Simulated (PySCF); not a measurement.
All values below come from PySCF with PBE-D3(BJ)/def2-TZVP // PBE0-D3(BJ)/def2-TZVP. All species are isolated molecules in the gas phase. One relaxed conformer stands for a flexible species; it need not be the lowest. Delta-SCF ions had no search for a lower state. Excitations are Tamm–Dancoff values on a coarser integration grid. The basis has no diffuse functions, so Rydberg states are missing or too high.

Reference species (SMILES): `C(=C)=C` (neutral, multiplicity 1).

```
Item                                      Result
--------------------------------------  --------
vertical ionisation energy (Delta-SCF)  10.03 eV
S1 excitation (TDA)                      5.86 eV
```

Changed species: `C(S)=C=C` (X = mercapto; the reference has X = H).

### Question
Give the shifts of the vertical ionisation energy (Delta-SCF) and S1 excitation (TDA).

### Answer
the vertical ionisation energy (Delta-SCF) falls by 1.64 eV, to 8.39 eV; the S1 excitation (TDA) drops by 1.70 eV, to 4.16 eV.
